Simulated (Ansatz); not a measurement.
## Strength of the C–S bond: C4H10S → C3H7S + CH3

Species: C4H10S (isopropyl methyl sulfide) `CSC(C)C`, singlet; C3H7S `CC(C)[S]`, doublet; CH3 (methyl radical) `[CH3]`, doublet. 

Shapes, held fixed at every level: PBE0-D4/def2-TZVP. Flexible molecules stand in one conformer, not always the lowest. Programs: Ansatz 0.2.0. The zero-point and thermal change to 298 K, harmonic and unscaled (PBE0-D4/def2-TZVP), is -19.5 kJ/mol.

| level | kind | ΔH(298 K) (kJ/mol) | less CCSD(T)/CBS estimate |
| --- | --- | --- | --- |
| HF/def2-TZVPP | Hartree–Fock | +165.8 | -143.7 |
| SPW92/def2-TZVPP | LDA | +377.0 | +67.5 |
| r2SCAN-D4/def2-TZVPP | meta-GGA | +283.5 | -26.0 |
| PBE0-D4/def2-TZVPP | global hybrid | +302.7 | -6.8 |
| wB97M-V/def2-TZVPP | range-separated hybrid | +310.4 | +0.9 |
| MP2/def2-TZVPP | perturbation theory | +317.8 | +8.3 |
| CCSD/def2-SVP | coupled cluster or CI | +271.7 | -37.8 |
| CCSD(T)/CBS estimate | coupled cluster or CI | +309.5 | 0.0 |

The highest level, CCSD(T)/CBS estimate, gives ΔH(298 K) = +309.5 kJ/mol; the levels span +165.8 to +377.0. The column of differences is taken from that level and isn't an error. Hartree–Fock misses the correlation of the pair that is broken and comes out low. No measured value is set beside it here. Open shells run unrestricted unless RO is named. The CBS estimate extrapolates MP2 from def2-TZVPP and def2-QZVPP and adds CCSD(T) − MP2 in the triple-zeta set, cores frozen.
